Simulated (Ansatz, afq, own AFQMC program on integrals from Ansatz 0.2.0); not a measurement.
# Where AFQMC and coupled cluster stand for SiGeH$_{2}$⁺, doublet

```xyz
4

Si    0.0000   -0.0039    1.5661
Ge    0.0000   -0.0238   -0.5845
H     0.0000    1.3266    0.5226
H     0.0000    0.5003   -2.0341
```

Connectivity, by distances: Si–GeH, 1 bridging H.

Basis cc-pVTZ. Only valence electrons are correlated. AFQMC by an in-house program on the Cholesky factors that Ansatz 0.2.0 writes for its CCSD(T) run. ph-AFQMC/CISD is guided by a CISD state made of CCSD amplitudes; releasing the constraint for a short imaginary time cuts its bias at the price of noise, slowly where states lie close. Error bars are statistical, one sigma. No spin–orbit coupling.

Determinant: UHF, the one that the program's search chose, which needn't be the lowest solution. The geometry is a PBE0/def2-TZVP stationary point of this or a neighbouring charge and spin state.

No full CI on the walks' own integrals is used here; CCSDT(Q) serves as the reference and is uncertain by about the last step of the cluster series.

Cautions: no relativity below Rb; no spin-orbit coupling; inner d shell frozen.

```
T1 diagnostic                               : 0.0186
weight of the determinant in the CISD state : 0.861
⟨S²⟩ of the determinant                     : 0.764
size of the correlated space                : 9 electrons in 86 orbitals
```

Reference: CCSDT(Q), correlation energy -6.114 eV. The released energy is read at 2.40 1/Eh (meV from the phaseless value at times in 1/Eh: -8 ± 5 at 0.24, -8 ± 5 at 0.51, -10 ± 5 at 0.99, -18 ± 6 at 1.62, -20 ± 6 at 2.40).

| level | E − E(reference) (meV) | share of correlation (%) |
| --- | --- | --- |
| HF | 6114.5 | 0.00 |
| MP2 | 1225.7 | 79.95 |
| CCSD | 342.4 | 94.40 |
| CCSD(T) | 60.4 | 99.01 |
| CCSDT | 18.0 | 99.70 |
| ph-AFQMC/CISD | 17.4 ± 4.7 | 99.72 |
| released AFQMC | -2.2 ± 5.5 | 100.04 |

A walk keeps the symmetry of its determinant, which the program's search chose and which needn't be the lowest solution, so a lower state of the same spin and another symmetry isn't excluded. Released energies are given only where the last usable release times agree within the noise; a slower fall can still hide under it.
